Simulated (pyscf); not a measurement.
H₂N–B(NH₂)–OH (SMILES NB(N)O) + NH₃ (SMILES N) -> H₂N–B(NH₂)–NH₂ (SMILES NB(N)N) + H₂O (SMILES O), a four-centre exchange (singlet surface; B–O, H–N broken, B–N, H–O formed). Optimised with ωB97X-D3(BJ)/def2-SVP in PySCF. Energies in kcal/mol from the separated reactants.

Small-basis levels: PySCF, no dispersion term, spherical d functions. 

Q: In single points B3LYP/6-31G* puts the saddle at 34.6 kcal/mol and the reaction energy at +13.6 kcal/mol. Should these be trusted to within a few kcal/mol? Compare with ωB97M-D3(BJ)/def2-TZVP.

A: ωB97M-D3(BJ)/def2-TZVP gives ΔE‡ = 33.8 kcal/mol and ΔE = +8.8 kcal/mol. B3LYP/6-31G* lies 0.7 kcal/mol over it in the barrier and 4.8 kcal/mol over it in the reaction energy, so on this step it does not hold to within 3.0 kcal/mol. ωB97M-D3(BJ)/def2-TZVP has limits of its own. On the reactant side the descent ends in an adduct with a B–N contact, 6.7 kcal/mol over the separated species and 27.5 kcal/mol under the saddle at ωB97X-D3(BJ)/def2-TZVP. On the product side the descent ends in a complex, 6.9 kcal/mol under the separated species and 32.4 kcal/mol under the saddle at ωB97X-D3(BJ)/def2-TZVP. What is counted as formed (B–N) is already present as a longer contact in the reactant adduct; forming that adduct is a step of its own. The products may also form a dative adduct at H₂N–B(NH₂)–NH₂; it and routes through it were not searched. This is the saddle that the search found; another between the same sides may lie lower.
